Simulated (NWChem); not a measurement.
Correlation energy of S

```xyz
1

S      0.0000     0.0000     0.0000
```
Charge 0, spin multiplicity 3.

Program: NWChem.

Basis set: cc-pVDZ. Each correlation energy counts from its own Hartree-Fock reference.

The correlated methods keep 5 core orbitals frozen. The stability of the SCF solutions was not checked. Open-shell Hartree-Fock references start from PBE0 orbitals. Coupled-cluster values serve here as a point of comparison, not as the truth.

**Question.** Order these methods by the correlation energy they give, lowest first: URI-MP2, SCS-UMP2, CCSD on UHF, CCSD[T] on UHF.

**Answer.** CCSD[T] on UHF (-103.8 mHa), CCSD on UHF (-102.6 mHa), URI-MP2 (-83.8 mHa), SCS-UMP2 (-82.6 mHa)
